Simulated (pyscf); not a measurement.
Optimised with ωB97X-D3(BJ)/def2-SVP in PySCF.

### Question
Estimate by transition-state theory the rate constant of H₃C–AlH–CH₃ (SMILES [CH3][AlH][CH3]) + NH₃ (SMILES N) → H₃C–Al(CH₃)–NH₂ (SMILES [CH3][Al]([CH3])[NH2]) + H₂ (SMILES [H][H]) (singlet surface; Al–H, H–N broken, Al–N, H–H formed) at 900 K, with ωB97M-D3(BJ)/def2-TZVP energies (ideal gas, 1 atm, RRHO with modes under 100 cm⁻¹ raised to 100, one conformer, R ln 2 for rigid chiral ones; no tunnelling).

### Answer
The electronic barrier is 1.4 kcal/mol and the thermal terms add +30.7, so ΔG‡ = 32.1 kcal/mol. With k_BT/h = 1.88e+13 s⁻¹ and RT = 1.788 kcal/mol, and a volume of 1.23e-19 cm³ per molecule at 1 atm, k = 3.6e-14 cm³ molecule⁻¹ s⁻¹. Wigner's tunnelling factor for 1277i cm⁻¹ would be 1.17. A shift of 1 kcal/mol in the barrier changes k by a factor 1.7. On the reactant side the descent ends in an adduct with a Al–N contact (not fully relaxed), 29.0 kcal/mol under the separated species and 29.2 kcal/mol under the saddle at ωB97X-D3(BJ)/def2-TZVP. What is counted as formed (Al–N) is already present as a longer contact in the reactant adduct; forming that adduct is a step of its own. At the saddle there is also a short Al–H contact that neither side keeps. One saddle was located; it need not be the lowest between these sides.
